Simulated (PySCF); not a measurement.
Molfile (atoms numbered from 1):
```
C4H5NS
     RDKit          3D

 11 11  0  0  0  0  0  0  0  0999 V2000
   -1.6233   -0.0207   -0.3955 C   0  0  0  0  0  0  0  0  0  0  0  0
   -0.1756    0.0080   -0.0375 C   0  0  0  0  0  0  0  0  0  0  0  0
    0.4908    1.0561    0.5471 C   0  0  0  0  0  0  0  0  0  0  0  0
    2.1453    0.6574    0.7774 S   0  0  0  0  0  0  0  0  0  0  0  0
    1.8317   -0.8906    0.0739 C   0  0  0  0  0  0  0  0  0  0  0  0
    0.6066   -1.0883   -0.2970 N   0  0  0  0  0  0  0  0  0  0  0  0
   -2.1254    0.9150   -0.1169 H   0  0  0  0  0  0  0  0  0  0  0  0
   -1.7483   -0.1784   -1.4779 H   0  0  0  0  0  0  0  0  0  0  0  0
   -2.1273   -0.8567    0.1131 H   0  0  0  0  0  0  0  0  0  0  0  0
    0.0920    2.0231    0.8481 H   0  0  0  0  0  0  0  0  0  0  0  0
    2.6335   -1.6248   -0.0348 H   0  0  0  0  0  0  0  0  0  0  0  0
  1  2  1  0
  2  3  2  0
  3  4  1  0
  4  5  1  0
  5  6  2  0
  6  2  1  0
  1  7  1  0
  1  8  1  0
  1  9  1  0
  3 10  1  0
  5 11  1  0
M  END
```

Geometry: PBE0-D3(BJ)/def2-SVP; GIAO shifts from PySCF 2.14.0 with density-fitted response routines, gas phase, non-relativistic, averaged over equivalent atoms.

At PBE0/pcSseg-1 (134 basis functions, 9.6 s wall time on 1 thread of an Arm Neoverse V2, shared host):
| atoms | δ (ppm) |
| --- | --- |
| C2 | 158.0 |
| C5 | 156.6 |
| C3 | 120.4 |
| C1 | 19.2 |
| S4 | 267.8 |
| N6 | 368.6 |
| H11 | 8.31 |
| H10 | 6.72 |
| H7/H8/H9 | 2.57 |

δ = σ(ref) − σ, references computed at the same level: TMS for ¹³C (σref 184.41), ¹H (σref 31.27); CS2 for ³³S (σref 495.66); NH3 for ¹⁵N (σref 265.67).

Q: Estimate the result of repeating the calculation with B3LYP/pcSseg-2.

A: 
```json
{"atoms": "C2", "δ at B3LYP/pcSseg-2": "165.9", "change": "+7.9"}
{"atoms": "C5", "δ at B3LYP/pcSseg-2": "163.1", "change": "+6.5"}
{"atoms": "C3", "δ at B3LYP/pcSseg-2": "123.6", "change": "+3.2"}
{"atoms": "C1", "δ at B3LYP/pcSseg-2": "20.0", "change": "+0.8"}
{"atoms": "S4", "δ at B3LYP/pcSseg-2": "304.9", "change": "+37.1"}
{"atoms": "N6", "δ at B3LYP/pcSseg-2": "374.5", "change": "+5.9"}
{"atoms": "H11", "δ at B3LYP/pcSseg-2": "8.57", "change": "+0.26"}
{"atoms": "H10", "δ at B3LYP/pcSseg-2": "6.84", "change": "+0.12"}
{"atoms": "H7/H8/H9", "δ at B3LYP/pcSseg-2": "2.55", "change": "-0.02"}
```

Referencing at the same level of theory: ¹³C (σ = 179.19 ppm), ¹H (σ = 31.39 ppm) against TMS; ³³S (σ = 492.20 ppm) vs CS2; ¹⁵N (σ = 258.52 ppm) against NH3.

The largest change is at S4 (aromatic ring sulfur). Cost: 293 basis functions, 31 s wall time on 1 thread of an Arm Neoverse V2, shared host. The order of the carbon signals is the same at both levels.

Experimental scales use liquid or dissolved standards, which lie at an offset from isolated NH3 (liquid NH3: subtract about 20 ppm). Unscaled 15N shifts of sp2 nitrogen come out 20 to 40 ppm too high even then.
